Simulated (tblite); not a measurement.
Compound: C5H9P.
Bonds: C1–C2 (triple), C2–P3, P3–C4 (double), P3–C5, P3–C6. Hydrogens: H7 on C1; H8, H9 on C4; H10, H11, H12 on C5; H13, H14, H15 on C6.

Computed with GFN2-xTB (tblite), gas phase: Langevin dynamics at 400 K from the optimised GFN2-xTB geometry, time step 0.5 fs, friction 0.01 fs⁻¹, 2000 steps. Over the second half of the run the saved frames average 407 K.

The optimised geometry, where the run starts:
```
atom  x, y, z in Å
C1      2.452   -0.418    1.264
C2      1.440   -0.190    0.658
P3     -0.001    0.251   -0.260
C4      0.344    1.688   -1.100
C5     -0.505   -1.469   -0.839
C6     -1.272    0.576    1.007
H7      3.334   -0.629    1.797
H8     -0.558    2.095   -1.555
H9      1.133    1.546   -1.835
H10    -1.455   -1.393   -1.369
H11     0.252   -1.836   -1.532
H12    -0.601   -2.170   -0.012
H13    -1.334   -0.250    1.714
H14    -0.999    1.495    1.522
H15    -2.235    0.712    0.518
```

t = 75 fs, T = 279 K, E(pot) 0.510 eV above the start
```
atom  x, y, z in Å  |  force x, y, z in eV/Å
C1      2.144   -0.462    1.307    0.727  -0.082   0.179
C2      1.402   -0.294    0.361    1.260  -0.058   1.126
P3     -0.067    0.335   -0.308   -1.204  -0.357  -0.332
C4      0.125    1.760   -1.189   -0.436   0.575   0.840
C5     -0.755   -1.322   -0.946   -0.960  -0.110   0.655
C6     -1.123    0.625    1.160    1.032   1.115  -0.282
H7      2.950   -0.653    2.015   -0.883   0.082  -0.851
H8     -0.727    2.442   -1.290    0.175  -0.566   0.217
H9      0.727    1.720   -2.049    0.619  -0.226  -0.846
H10    -1.810   -1.130   -1.272    0.755  -0.121   0.034
H11    -0.144   -1.540   -1.825   -0.173  -0.450   0.253
H12    -0.823   -2.153   -0.164    0.505   0.981  -1.142
H13    -0.666    0.364    2.127   -0.101   0.391  -0.534
H14    -1.389    1.684    1.022    0.166  -0.201   0.681
H15    -1.983    0.059    0.995   -1.481  -0.974   0.002
```

t = 100 fs, T = 326 K, E(pot) 0.617 eV above the start
```
atom  x, y, z in Å  |  force x, y, z in eV/Å
C1      2.178   -0.407    1.284   -0.141  -0.083  -0.368
C2      1.475   -0.181    0.335   -1.629   0.510  -0.472
P3     -0.154    0.372   -0.303    0.371  -0.790   1.081
C4     -0.032    1.754   -1.212   -0.346   1.581  -0.996
C5     -0.789   -1.217   -1.001    0.026  -0.686   1.318
C6     -1.162    0.609    1.250    2.132  -0.598  -0.904
H7      2.928   -0.759    1.897    0.740  -0.163   0.566
H8     -1.016    2.263   -1.362    0.851  -0.429   0.177
H9      0.512    1.598   -2.156   -0.204   0.093   0.376
H10    -1.868   -1.038   -1.155    0.577  -0.108  -0.781
H11    -0.113   -1.408   -1.865   -1.043  -0.310   0.470
H12    -0.778   -2.002   -0.191    0.435   0.323  -1.068
H13    -0.398    0.557    2.022   -0.203   0.471   0.297
H14    -1.664    1.526    1.165   -0.536   1.068   0.193
H15    -1.789   -0.224    1.375   -1.029  -0.881   0.110
```

t = 250 fs, T = 383 K, E(pot) 0.532 eV above the start
```
atom  x, y, z in Å  |  force x, y, z in eV/Å
C1      2.531   -0.355    0.048    0.782  -0.299  -0.002
C2      1.352   -0.171    0.143   -1.527   0.292  -0.139
P3     -0.350    0.322   -0.264    0.454  -2.836   0.952
C4     -0.130    1.866   -0.836    0.610   1.052  -1.660
C5     -0.839   -1.386   -1.065   -0.521   1.108  -0.872
C6     -1.449    0.175    1.264    1.693   0.003  -1.183
H7      3.558   -0.614    0.037   -0.245   0.138   0.092
H8     -1.049    2.346   -1.077   -0.948   0.520   0.237
H9      0.394    1.820   -1.826    0.151  -0.021   0.823
H10    -1.664   -1.198   -1.774    0.134   0.220   0.152
H11    -0.070   -1.858   -1.667    0.328   0.112   0.285
H12    -1.250   -2.051   -0.344    0.064  -0.576   0.654
H13    -1.164    1.052    1.861   -0.327  -0.502   0.139
H14    -2.459    0.258    0.857    0.112  -0.274   0.504
H15    -1.134   -0.818    1.680   -0.760   1.064   0.018
```

t = 300 fs, T = 447 K, E(pot) 0.526 eV above the start
```
atom  x, y, z in Å  |  force x, y, z in eV/Å
C1      2.457   -0.572   -0.082    1.081  -0.243   0.048
C2      1.347   -0.118   -0.023    0.261  -0.343   0.046
P3     -0.310    0.312   -0.287   -0.996   0.257  -1.423
C4     -0.264    1.994   -0.754   -1.845  -0.592   0.172
C5     -0.869   -1.337   -1.276    1.062  -0.297   2.681
C6     -1.168   -0.010    1.311   -0.606  -1.605  -2.205
H7      3.480   -0.889   -0.076   -0.653   0.218   0.054
H8     -1.337    2.320   -1.026    1.304  -0.353   0.518
H9      0.347    2.132   -1.636    0.252  -0.105  -0.125
H10    -1.588   -1.137   -2.013   -0.791   0.293  -0.758
H11     0.043   -1.762   -1.691   -0.138   0.053  -0.185
H12    -1.259   -2.068   -0.496    0.320   0.828  -1.054
H13    -0.975    0.807    1.887    0.136   2.180   1.645
H14    -2.252   -0.179    1.100    0.862   0.100   0.398
H15    -0.663   -0.873    1.722   -0.249  -0.390   0.188
```

t = 450 fs, T = 285 K, E(pot) 0.420 eV above the start
```
atom  x, y, z in Å  |  force x, y, z in eV/Å
C1      2.561   -0.266    0.567    2.640  -0.166   0.721
C2      1.444   -0.036    0.248   -2.239   0.433  -0.649
P3     -0.274    0.263   -0.136    0.828   0.096  -0.102
C4     -0.511    1.980   -0.007   -0.323  -0.662  -0.779
C5     -0.472   -1.083   -1.482    1.201   2.102  -0.758
C6     -1.063   -0.651    1.216   -0.519  -0.373   0.912
H7      3.594   -0.335    0.847   -0.710  -0.109  -0.205
H8     -1.640    2.070   -0.067    1.082   0.434  -0.184
H9      0.083    2.525   -0.819   -1.067  -0.649   0.901
H10    -1.353   -0.783   -2.038   -0.333  -0.466  -0.023
H11     0.400   -0.906   -2.189   -0.852  -0.637   0.782
H12    -0.501   -2.036   -1.012    0.009  -0.640  -0.171
H13    -1.372    0.051    1.993    0.379   0.026   0.098
H14    -1.980   -1.207    0.980    0.223   0.142  -0.471
H15    -0.331   -1.385    1.605   -0.319   0.469  -0.072
```

t = 625 fs, T = 352 K, E(pot) 0.598 eV above the start
```
atom  x, y, z in Å  |  force x, y, z in eV/Å
C1      2.279    0.418    0.832   -2.080   0.097  -1.086
C2      1.196    0.390    0.263    1.484   0.444   1.001
P3     -0.502    0.543   -0.280    0.723  -0.514   0.700
C4     -1.025    2.191   -0.001   -1.167  -2.176   0.142
C5     -0.359   -0.750   -1.667   -1.860  -1.173   1.242
C6     -1.334   -0.435    0.990   -1.285  -1.412   1.240
H7      3.221    0.479    1.287    0.115  -0.138  -0.027
H8     -2.145    2.137   -0.154    0.850   0.238   0.196
H9     -0.595    2.726   -0.789    0.606   1.325  -1.036
H10    -1.328   -1.310   -1.782    0.534   0.506   0.400
H11    -0.228   -0.313   -2.587    0.571   1.305  -2.093
H12     0.398   -1.498   -1.525    0.445  -0.098   0.420
H13    -1.059   -0.069    1.981    0.057   0.375  -0.176
H14    -2.429   -0.344    0.908    0.181   0.610  -0.165
H15    -1.272   -1.546    1.097    0.824   0.612  -0.757
```

t = 725 fs
```
atom  x, y, z in Å
C1      2.014   -0.077    1.122
C2      1.064    0.291    0.485
P3     -0.548    0.562   -0.274
C4     -1.236    1.998    0.190
C5     -0.153    0.103   -2.055
C6     -1.465   -0.751    0.598
H7      2.787   -0.277    1.773
H8     -2.320    1.828    0.091
H9     -0.831    2.769   -0.397
H10    -1.081   -0.210   -2.522
H11     0.129    1.051   -2.502
H12     0.519   -0.719   -2.303
H13    -1.193   -0.613    1.659
H14    -2.494   -0.665    0.445
H15    -1.119   -1.773    0.291
```

Question: Estimate the potential energy and the forces of this last frame.

Answer: 0.432 eV above the start.

```
atom  Fx (eV/Å)  Fy (eV/Å)  Fz (eV/Å)
  C1     -0.723      0.328     -0.268
  C2     -0.531      0.093     -0.394
  P3      1.184     -1.670      0.056
  C4     -1.085      0.003      0.804
  C5     -0.394     -0.608      0.009
  C6      2.081     -1.220      0.105
  H7      0.837     -0.231      0.391
  H8      0.270      0.508      0.029
  H9      0.168      1.315     -0.532
 H10     -0.553      0.197     -0.046
 H11      0.324     -0.009     -0.167
 H12      0.426      0.341      0.426
 H13     -0.277     -0.020     -0.411
 H14     -1.471      0.193     -0.177
 H15     -0.256      0.780      0.175
```

The bond farthest from its length at the start is C6–H14 (1.044 against 1.088 Å), and half the difference of its two atoms' forces along it is +1.83 eV/Å (positive lengthens). The largest atomic force is 2.41 eV/Å.

What follows is the cost of the whole dynamics run. On Intel Xeon 6975P-C, one thread, no GPU, on a shared host, this took 9.0 s of wall time and 0.18 GiB of memory at its peak.
